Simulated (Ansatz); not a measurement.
Basis-set extrapolation for C3H8N2 (`CNC(C)=N`) (PBE0-D4/def2-TZVP geometry, frozen core, Ansatz 0.2.0). Multiplicity 1, RHF reference.

```tsv
	def2-TZVPP	def2-QZVPP
HF	-227.244652	-227.255760
MP2 correlation	-0.925881	-0.987552
CCSD(T) correlation	-1.004558	not run
```

Energies in hartree. Use E(X) = E(∞) + A·exp(−7.88·√X) for Hartree–Fock and E(X) = E(∞) + B·X^(−2.97) for correlation, with X = 3 and 4, and add CCSD(T) minus MP2 of the smaller set to the MP2 limit.

What is the CCSD(T) energy at the basis-set limit?

HF limit: -227.255760 + (-0.011108) × 0.13774 = -227.25729. MP2 limit: -0.987552 + (-0.061671) × 0.74074 = -1.03323. Higher-order term: -1.004558 − (-0.925881) = -0.07868. Total: -228.36920 hartree, 75.3 kcal/mol below CCSD(T)/def2-TZVPP.
